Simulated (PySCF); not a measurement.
CS₂: breathing scan

Method: PySCF, PBE0, basis C def2-TZVP, S def2-TZVP (no relativity, density fitting).

Rigid scan from the singlet minimum (C–S 1.548 Å (×2); S–C–S 180.0°). Coordinate: all bonds to the central atom scaled together. Energies in kJ/mol from the minimum.

Predict the curve at 0.88, 0.92, 0.96, 1.00, 1.04, 1.08, 1.14, 1.22, 1.35.


| scale of all bonds to the centre | E (kJ/mol) |
| --- | --- |
| 0.88 | 267.5 |
| 0.92 | 105.4 |
| 0.96 | 23.4 |
| 1.00 | 0.0 |
| 1.04 | 18.7 |
| 1.08 | 66.9 |
| 1.14 | 174.5 |
| 1.22 | 350.3 |
| 1.35 | 645.1 |

At long bonds a restricted determinant can lie too high, and another spin state can fall below this curve.
